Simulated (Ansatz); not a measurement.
We consider solid bromine, described by PBE0 in Ansatz (PAW).

Numerical settings: plane-wave cutoff 460 eV, 8×8×4 k mesh (along the axes of the cell as run), Fermi–Dirac smearing 0.01 eV, scalar-relativistic PAW data made under PBE.

Cell (relaxed at this level):

```
CELL_PARAMETERS angstrom
      2.26132    -4.00155     0.00000
      2.26132     4.00155     0.00000
      0.00000     0.00000     8.88671
ATOMIC_POSITIONS crystal
  Br 0.87181 0.87181 0.88820
  Br 0.62819 0.62819 0.38820
  Br 0.37181 0.37181 0.61180
  Br 0.12819 0.12819 0.11180
```

Question: Estimate the band gap that the calculation returns.

Answer: 
- band gap = 3.72 eV (on the SCF k mesh) (direct)

Note: the cell comes from a level without a dispersion term, which matters for the spacing of layers, chains or molecules.

Spin–orbit coupling is not included.

It cost roughly 3 core-hours of CPU time.

Ansatz is a first-principles code.
